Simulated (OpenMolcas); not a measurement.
# N2 (nitrogen): a chain of runs

Aim: the energy (HF/STO-3G), then the energy (CASSCF(2,2)/STO-3G), then a single-point energy (CASPT2(2,2)/STO-3G), then a single-point energy (SC-NEVPT2(2,2)/STO-3G), then a single-point energy (MRCI(2,2)/STO-3G) of N2 (nitrogen). 

The calculation is run with OpenMolcas 26.06.

1 further run of the same task is left out (for a known fault of the program).

## 1. The system as given

N2: 2 atoms, total charge 0, spin state singlet. SMILES: `N#N`. Geometry: relaxed at PBE0-D4/def2-TZVP.

Bond lengths: N1–N2 1.090 Å.

## 2. A single-point energy at HF/STO-3G (run 1)

Input file step1.inp:

```
&gateway
 baslib=$CurrDir
 basisset
 N.STO-3G....
 N1 0.465500 -0.150300 0.239800 angstrom
 N2 -0.465500 0.150300 -0.239800 angstrom
 End of Basis

&seward

&scf
 prorbitals=1 1
```

The basis set STO-3G is read from a file made from the Basis Set Exchange's data (not shown).

The run is started by

```
$ export MOLCAS_MEM=1860
$ pymolcas step1.inp > step1.log
```

What it wrote:

```text
--- Start Module: gateway ---
[...]
--- Stop Module: gateway /rc=_RC_ALL_IS_WELL_ ---
--- Start Module: seward ---
[...]
      Basis functions           10
--- Stop Module: seward /rc=_RC_ALL_IS_WELL_ ---
--- Start Module: scf ---
[...]
       Convergence after   6 Iterations
[...]
::    Total SCF energy                               -107.4933803266
[...]
      Total spin, S                                     0.0000000000
[...]
      Total electronic charge=   14.000000
      Total            charge=   -0.000000
[...]
      Dipole Moment (debye):
      Origin of the operator (angstrom)=    0.0000    0.0000    0.0000
                   X=  9.6491E-16               Y=  5.9350E-15               Z= -4.5569E-15           Total=  7.5446E-15
      Quadrupole Moment (debye*angstrom):
[...]
--- Stop Module: scf /rc=_RC_ALL_IS_WELL_ ---
[...]
```

It took 1.6 s on 1 thread of Arm Neoverse V2, shared host; peak memory 0.37 GiB.

## 3. The energy at CASSCF(2,2)/STO-3G (run 2)

Input file step2.input:

```
* N2 CASSCF

&GATEWAY
 BASLIB = $CurrDir
 BASISSET
 N.STO-3G....
 N1 0.465500 -0.150300 0.239800 angstrom
 N2 -0.465500 0.150300 -0.239800 angstrom
 End of Basis

&SEWARD

&RASSCF
 FILEORB = $CurrDir/step1.ScfOrb
 SPIN = 1
 NACTEL = 2 0 0
 INACTIVE = 6
 RAS2 = 2
 ORBLISTING = Nothing
```

The basis set STO-3G is read from a file made from the Basis Set Exchange's data (not shown).

The run is started by

```
$ export MOLCAS_MEM=1860
$ pymolcas step2.input > step2.log
```

What it wrote:

```text
--- Start Module: gateway ---
[...]
--- Stop Module: gateway /rc=_RC_ALL_IS_WELL_ ---
--- Start Module: seward ---
[...]
      Basis functions           10
--- Stop Module: seward /rc=_RC_ALL_IS_WELL_ ---
--- Start Module: rasscf ---
[...]
      Number of active orbitals                  2
[...]
      Spin quantum number                      0.0
[...]
      Active orbitals                            2
[...]
      Number of CSFs                             3
[...]
      Number of root(s) required                 1
[...]
      Convergence after  9 iterations
[...]
      printout of CI-coefficients larger than  0.05 for root  1
      energy=    -107.496403
      conf/sym  11     Coeff  Weight
             1  20   0.99873 0.99746
             3  02  -0.05042 0.00254
      Natural orbitals and occupation numbers for root  1
      sym 1:   1.994916   0.005084
      ************************************************************************************************************************
      *                                                    Final results                                                     *
[...]
::    RASSCF root number  1 Total energy:   -107.49640324
[...]
      Total electronic charge=   14.000000
      Total            charge=   -0.000000
[...]
      Dipole Moment (debye):
      Origin of the operator (angstrom)=    0.0000    0.0000    0.0000
                   X= -7.5819E-16               Y= -4.2455E-16               Z= -9.4919E-15           Total=  9.5316E-15
      Quadrupole Moment (debye*angstrom):
[...]
--- Stop Module: rasscf /rc=_RC_ALL_IS_WELL_ ---
[...]
```

Run time: 1.5 s. Hardware: 1 thread of Arm Neoverse V2, shared host; peak memory 0.37 GiB.

## 4. A single-point energy at CASPT2(2,2)/STO-3G (run 3)

Input file step3.inp:

```
&GATEWAY
BasLib=$CurrDir
BasisSet
N.STO-3G....
N1 0.465500 -0.150300 0.239800 angstrom
N2 -0.465500 0.150300 -0.239800 angstrom
End of Basis
&SEWARD
&RASSCF
FileOrb=$CurrDir/step2.RasOrb
Spin=1
Nactel=2 0 0
Inactive=6
Ras2=2
OrbListing=Nothing
&CASPT2
Imaginary=0.1
Frozen=2
```

The basis set STO-3G is read from a file made from the Basis Set Exchange's data (not shown).

The run is started by

```
$ export MOLCAS_MEM=1860
$ pymolcas step3.inp > step3.log
```

What it wrote:

```text
--- Start Module: gateway ---
[...]
--- Stop Module: gateway /rc=_RC_ALL_IS_WELL_ ---
[...]
      Basis functions           10
[...]
--- Start Module: rasscf ---
[...]
      Number of active orbitals                  2
[...]
      Spin quantum number                      0.0
[...]
      Active orbitals                            2
[...]
      Number of CSFs                             3
[...]
      Number of root(s) required                 1
[...]
      Convergence after  4 iterations
[...]
      printout of CI-coefficients larger than  0.05 for root  1
      energy=    -107.496403
      conf/sym  11     Coeff  Weight
             1  20   0.99873 0.99746
             3  02  -0.05042 0.00254
      Natural orbitals and occupation numbers for root  1
      sym 1:   1.994916   0.005084
      ************************************************************************************************************************
      *                                                    Final results                                                     *
[...]
::    RASSCF root number  1 Total energy:   -107.49640324
[...]
      Total electronic charge=   14.000000
      Total            charge=   -0.000000
[...]
      Dipole Moment (debye):
      Origin of the operator (angstrom)=    0.0000    0.0000    0.0000
                   X= -1.4929E-14               Y=  1.3892E-14               Z= -1.6005E-14           Total=  2.5923E-14
      Quadrupole Moment (debye*angstrom):
[...]
--- Stop Module: rasscf /rc=_RC_ALL_IS_WELL_ ---
--- Start Module: caspt2 ---
[...]
      E2 (Variational):          -0.1455257443
      Total energy:            -107.6419289794
[...]
      Reference weight:           0.93512
[...]
::    CASPT2 Root  1     Total energy:   -107.64192898
[...]
--- Stop Module: caspt2 /rc=_RC_ALL_IS_WELL_ ---
[...]
```

Wall time 1.4 s (1 thread of Arm Neoverse V2, shared host); peak memory 0.37 GiB.

## 5. A single-point energy at SC-NEVPT2(2,2)/STO-3G (run 4)

Input file step4.input:

```
&gateway
 baslib
 $CurrDir
 basisset
 N.STO-3G....
 N1 0.465500 -0.150300 0.239800 angstrom
 N2 -0.465500 0.150300 -0.239800 angstrom
 End of Basis

&seward

&rasscf
 fileorb
 $CurrDir/step2.RasOrb
 spin
 1
 nactel
 2 0 0
 inactive
 6
 ras2
 2
 orblisting
 Nothing

&caspt2
 sc-nevpt2
 frozen
 2
```

The basis set STO-3G is read from a file made from the Basis Set Exchange's data (not shown).

The run is started by

```
$ export MOLCAS_MEM=1860
$ pymolcas step4.input > step4.log
```

What it wrote:

```text
--- Start Module: gateway ---
[...]
--- Stop Module: gateway /rc=_RC_ALL_IS_WELL_ ---
[...]
      Basis functions           10
[...]
--- Start Module: rasscf ---
[...]
      Number of active orbitals                  2
[...]
      Spin quantum number                      0.0
[...]
      Active orbitals                            2
[...]
      Number of CSFs                             3
[...]
      Number of root(s) required                 1
[...]
      Convergence after  4 iterations
[...]
      printout of CI-coefficients larger than  0.05 for root  1
      energy=    -107.496403
      conf/sym  11     Coeff  Weight
             1  20   0.99873 0.99746
             3  02  -0.05042 0.00254
      Natural orbitals and occupation numbers for root  1
      sym 1:   1.994916   0.005084
      ************************************************************************************************************************
      *                                                    Final results                                                     *
[...]
::    RASSCF root number  1 Total energy:   -107.49640324
[...]
      Total electronic charge=   14.000000
      Total            charge=   -0.000000
[...]
      Dipole Moment (debye):
      Origin of the operator (angstrom)=    0.0000    0.0000    0.0000
                   X= -1.4929E-14               Y=  1.3892E-14               Z= -1.6005E-14           Total=  2.5923E-14
      Quadrupole Moment (debye*angstrom):
[...]
--- Stop Module: rasscf /rc=_RC_ALL_IS_WELL_ ---
--- Start Module: caspt2 ---
[...]
      E2 (Variational):          -0.1372334003
[...]
      E2 (Variational):          -0.1372306953
      Total energy:            -107.6336339304
[...]
      Reference weight:           0.94095
[...]
::    SC-NEVPT2 Root  1     Total energy:   -107.63363393
[...]
--- Stop Module: caspt2 /rc=_RC_ALL_IS_WELL_ ---
[...]
```

Run time: 1.4 s. Hardware: 1 thread of Arm Neoverse V2, shared host; peak memory 0.37 GiB.

## 6. A single-point energy at MRCI(2,2)/STO-3G (run 5)

Input file step5.input:

```
* N2 MRCI
&gateway
baslib=$CurrDir
basisset
N.STO-3G....
N1 0.465500 -0.150300 0.239800 angstrom
N2 -0.465500 0.150300 -0.239800 angstrom
End of Basis
&seward
&rasscf
fileorb=$CurrDir/step2.RasOrb
spin=1
nactel=2 0 0
inactive=6
ras2=2
orblisting=Nothing
&motra
lumorb
frozen=2
&guga
electrons=10
spin=1
inactive=4
active=2
ciall=1
&mrci
sdci
```

The basis set STO-3G is read from a file made from the Basis Set Exchange's data (not shown).

The run is started by

```
$ export MOLCAS_MEM=1860
$ pymolcas step5.input > step5.log
```

What it wrote:

```text
--- Start Module: gateway ---
[...]
--- Stop Module: gateway /rc=_RC_ALL_IS_WELL_ ---
[...]
      Basis functions           10
[...]
      Number of active orbitals                  2
[...]
      Spin quantum number                      0.0
[...]
      Active orbitals                            2
[...]
      Number of CSFs                             3
[...]
      Number of root(s) required                 1
[...]
      Convergence after  4 iterations
[...]
      printout of CI-coefficients larger than  0.05 for root  1
      energy=    -107.496403
      conf/sym  11     Coeff  Weight
             1  20   0.99873 0.99746
             3  02  -0.05042 0.00254
      Natural orbitals and occupation numbers for root  1
      sym 1:   1.994916   0.005084
      ************************************************************************************************************************
      *                                                    Final results                                                     *
[...]
::    RASSCF root number  1 Total energy:   -107.49640324
[...]
      Dipole Moment (debye):
      Origin of the operator (angstrom)=    0.0000    0.0000    0.0000
                   X= -1.4929E-14               Y=  1.3892E-14               Z= -1.6005E-14           Total=  2.5923E-14
      Quadrupole Moment (debye*angstrom):
[...]
--- Start Module: guga ---
[...]
--- Stop Module: guga /rc=_RC_ALL_IS_WELL_ ---
[...]
       (But an ACPF correction will be computed)
       USE THE DEFAULT ACPF G-VALUE GFAC=  0.20000000000000001
[...]
                      CI ENERGY:  -107.63711304
[...]
                ACPF CORRECTION:    -0.00796662
[...]
      Total electronic charge=   14.000000
      Total            charge=   -0.000000
[...]
     ACPF CORRECTION:     -0.00796662
[...]
  CI State   1     Total energy:   -107.63711304     QDav:     -0.01010125     QACPF:     -0.00796662
[...]
```

It took 1.5 s on 1 thread of Arm Neoverse V2, shared host; peak memory 0.37 GiB.

## 7. Outcome

```
                                                    quantity          value
                              run 1, HF/STO-3G: total energy  -107.49338 Eh
                             run 1, HF/STO-3G: dipole moment         0.00 D
                               run 1, HF/STO-3G: HOMO energy      -14.74 eV
                               run 1, HF/STO-3G: LUMO energy        7.75 eV
                             run 1, HF/STO-3G: HOMO–LUMO gap       22.49 eV
                     run 2, CASSCF(2,2)/STO-3G: total energy  -107.49640 Eh
   run 2, CASSCF(2,2)/STO-3G: dipole moment (CASSCF density)         0.00 D
                     run 3, CASPT2(2,2)/STO-3G: total energy  -107.64193 Eh
   run 3, CASPT2(2,2)/STO-3G: dipole moment (CASSCF density)         0.00 D
                  run 4, SC-NEVPT2(2,2)/STO-3G: total energy  -107.63363 Eh
run 4, SC-NEVPT2(2,2)/STO-3G: dipole moment (CASSCF density)         0.00 D
                       run 5, MRCI(2,2)/STO-3G: total energy  -107.63711 Eh
     run 5, MRCI(2,2)/STO-3G: dipole moment (CASSCF density)         0.00 D
```
